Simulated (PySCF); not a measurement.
H5OSi2 (charge -1).
Bonds: Si1–O2, O2–Si3. Hydrogens: H4, H5 on Si1; H6, H7, H8 on Si3.

Method used: PBE0-D3(BJ)/def2-SVP geometry optimisation, gas phase (PySCF).

(1) Give the optimised bond lengths and angles.

Results:

(1) 
| bond | length (Å) | order |
| --- | --- | --- |
| Si1–O2 | 1.809 | single |
| O2–Si3 | 1.622 | single |
| Si1–H4, Si1–H5 | 1.569 | single |
| Si3–H6, Si3–H7, Si3–H8 | 1.510 | single |

Bonds in one row agree within 0.01 Å and their mean is given. Orders are formal, as drawn. A selection of angles:
| angle | degrees |
| --- | --- |
| O2–Si1–H4 | 96.9 |
| H4–Si1–H5 | 90.6 |
| Si1–O2–Si3 | 125.6 |
| O2–Si3–H6 | 114.8 |
| O2–Si3–H8 | 110.3 |
| H6–Si3–H7 | 105.9 |

Si1 (silicon bonded to O and 2 H) is pyramidal (angles 96.9°, 96.9° and 90.6°, sum 284.4°, 0.86 Å off the plane of its three neighbours). Si3 (oxygen-bound silicon) is distorted tetrahedral (angles from 105.0° to 114.8°). The O–Si distances run from 1.622 Å (O2–Si3, drawn single) to 1.809 Å (Si1–O2, drawn single), a spread of 0.187 Å. O2 (siloxane oxygen) is bent (angle 125.6°).

Point group: Cs (every atom within 0.08 Å of its image). No frequency check. The geometry's basis has no diffuse functions, a weakness for an anion. Torsions: H–Si1–O2–Si3 -46° and 46°.

One conformer stands for the species.
